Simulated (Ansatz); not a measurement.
This geometry of C₂H₈N₂O₂ (14 atoms, charge 0, multiplicity 1) is a first-order saddle point.

The calculation used RKS r2SCAN/STO-3G in Ansatz.

```xyz
14
Properties=species:S:1:pos:R:3
C -0.775 -0.564 1.545
O 0.246 -0.914 0.550
C 0.208 0.110 -0.545
N 1.149 -0.431 -1.493
N 0.630 1.523 -0.177
O -1.170 0.304 -1.030
H -0.958 -1.470 2.149
H -1.719 -0.245 1.056
H -0.442 0.248 2.228
H 1.567 0.180 -2.206
H 1.357 -1.438 -1.494
H -0.175 1.883 0.413
H 1.399 1.375 0.540
H -1.329 -0.589 -1.507
```

(1) Which two structures does it join? (They come from a converged band through this point; their orientation in space is the band's.)

(2) How far does it lie above each of them?

Results:

(1) No bond is made or broken. The height of N4 over the plane of its neighbours goes from -0.50 to 0.50 Å.

First end point:

```xyz
14
Properties=species:S:1:pos:R:3
C -0.846 -0.538 1.515
O 0.221 -0.917 0.576
C 0.280 0.101 -0.506
N 1.481 -0.377 -1.305
N 0.576 1.534 -0.144
O -1.003 0.179 -1.210
H -1.064 -1.435 2.122
H -1.769 -0.221 0.987
H -0.536 0.278 2.202
H 1.444 0.230 -2.174
H 1.189 -1.329 -1.673
H -0.208 1.821 0.508
H 1.415 1.464 0.497
H -1.193 -0.819 -1.366
```

Last end point:

```xyz
14
Properties=species:S:1:pos:R:3
C -0.741 -0.580 1.566
O 0.213 -0.949 0.511
C 0.125 0.070 -0.573
N 0.882 -0.593 -1.708
N 0.723 1.426 -0.200
O -1.231 0.350 -0.996
H -0.855 -1.466 2.215
H -1.727 -0.305 1.137
H -0.381 0.268 2.190
H 1.472 0.196 -2.100
H 1.597 -1.200 -1.213
H -0.087 1.941 0.255
H 1.350 1.209 0.629
H -1.353 -0.396 -1.687
```

(2) 7.4 kcal/mol above the first and 9.5 kcal/mol above the second. This is the barrier of this one path; another mechanism may lie lower. Limits of this set-up: minimal basis.

Time of the run: 65 s on 1 thread of AMD EPYC 9R45 96-Core Processor (Zen 5) (shared host), peak memory 0.15 GiB.
